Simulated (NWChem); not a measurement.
propane (C$_{3}$H$_{8}$); SMILES C(C)C

All runs: NWChem. Medium grid unless said otherwise, to which SCAN and Minnesota functionals are sensitive. Coordinates come from a PBE0/def2-SVP optimisation. Total energies of different functionals are on different scales.

```
level                                   energy (Ha)  highest occupied level (eV)  orbital gap (eV)  dipole (D)
--------------------------------------  -----------  ---------------------------  ----------------  ----------
LDA (Slater exchange, VWN5)/def2-TZVPD    -118.0253                        -7.65              7.47        0.10
PBE/def2-TZVPD                            -119.0015                        -7.67              7.53        0.10
BLYP/def2-TZVPD                           -119.1011                        -7.64              7.48        0.10
TPSS/def2-TZVPD                           -119.2054                        -7.89              7.93        0.10
r2SCAN/def2-TZVPD                         -119.0994                        -7.97              8.66        0.09
B3LYP/def2-TZVPD                          -119.1922                            ?                 ?        0.09
PBE0/def2-TZVPD                           -119.0285                        -9.07              9.55        0.09
M06-2X/def2-TZVPD                         -119.1113                       -10.41             11.02        0.09
CAM-B3LYP/def2-TZVPD                      -119.1075                       -10.54             11.57        0.09
Hartree-Fock/def2-TZVPD                   -118.3072                       -12.61             14.76        0.08
```

### Question
Some entries are withheld; supply them.

### Answer

- B3LYP/def2-TZVPD, highest occupied level (eV): -8.91
- B3LYP/def2-TZVPD, orbital gap (eV): 9.11
